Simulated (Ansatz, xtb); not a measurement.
**H2NOS: which of two isomers lies lower**

Structure X is `NS[O]`, a doublet and structure Y is `[NH]SO`, a doublet. Both are isolated molecules in the gas phase, relaxed with B3LYP-D3(BJ)/def2-SVP; the shapes shown needn't be the lowest conformers.

X (Å):

```xyz
5

N     0.2048   -1.1297    1.8491
O    -1.6940    0.4854    2.7946
S    -0.5907    0.3783    1.7545
H    -0.4302   -1.9115    1.6704
H     0.6602   -1.2685    2.7546
```

Y (Å):

```xyz
5

N     0.2722   -1.2086    1.5669
O    -1.2571    0.0908    3.0773
S    -1.2952   -1.0783    1.8949
H     0.3908   -1.9176    0.8314
H    -0.3112    0.3116    3.1814
```

Quicker runs give these differences E(Y) − E(X): GFN2-xTB +10.3 kcal/mol; HF/STO-3G −1.1 kcal/mol (at GFN2-xTB geometries); r2SCAN-D4/def2-SVP +12.8 kcal/mol (at GFN2-xTB geometries).

**Question.** Estimate E(Y) − E(X) at the level CCSD(T)/def2-TZVP.

**Answer.** Calculated at CCSD(T)/def2-TZVP: E(Y) − E(X) = +16.8 kcal/mol, so structure X lies lower.

The same difference at several levels:

| level | geometry | E(Y) − E(X) (kcal/mol) | departure from the last row (kcal/mol) | job, with rough time for the two |
| --- | --- | --- | --- | --- |
| GFN2-xTB | GFN2-xTB | +10.3 | −6.5 | optimisation, 0.13 s |
| HF/STO-3G | GFN2-xTB | −1.1 | −17.9 | single point, 0.36 s |
| r2SCAN-D4/def2-SVP | GFN2-xTB | +12.8 | −4.0 | single point, 6.6 s |
| B3LYP-D3(BJ)/def2-SVP | B3LYP-D3(BJ)/def2-SVP | +15.5 | −1.3 | optimisation, 100 s |
| HF/def2-TZVP | B3LYP-D3(BJ)/def2-SVP | +15.7 | −1.1 | part of the CCSD(T) run |
| MP2/def2-TZVP | B3LYP-D3(BJ)/def2-SVP | +17.7 | +0.9 | part of the CCSD(T) run |
| CCSD(T)/def2-TZVP | B3LYP-D3(BJ)/def2-SVP | +16.8 |  | single point, 2.2 min |

As drawn, Y has 1 O–H in place of 1 N–H.

HF/STO-3G puts the two in the other order. The largest departure from CCSD(T)/def2-TZVP is that of HF/STO-3G, 17.9 kcal/mol.

With harmonic frequencies from B3LYP-D3(BJ)/def2-SVP (ideal gas, rigid rotor, one conformer each, 298.15 K, 1 atm): the zero-point term adds −1.2 kcal/mol; ΔH is +15.9 and ΔG +14.9 kcal/mol.

Open shells are spin-unrestricted. The correlated steps freeze 7 core orbitals. Run with Ansatz 0.2.0, xtb 6.7.1; the last row on 1 thread of Arm Neoverse N1 on a shared host.
